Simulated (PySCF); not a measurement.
Mg2O (triplet). Computed with UPBE0 in PySCF with O def2-TZVP, Mg def2-TZVP; no relativity; density-fitted integrals.

Harmonic bands of its minimum:

| ω (cm⁻¹) | IR (km/mol, summed over degenerate members) | degeneracy |
| --- | --- | --- |
| 75 | 20.2 | 2 |
| 480 | 0.0 | 1 |
| 926 | 315 | 1 |

Task: The central atom is O. Infer the point group and assign the bands.

Result: D∞h. The modes span πu + σg+ + σu+: 75 πu, 480 σg+, 926 σu+. The computed geometry has O–Mg 1.798 Å (×2); Mg–O–Mg 180.0°.

This need not be the most stable arrangement of these atoms.
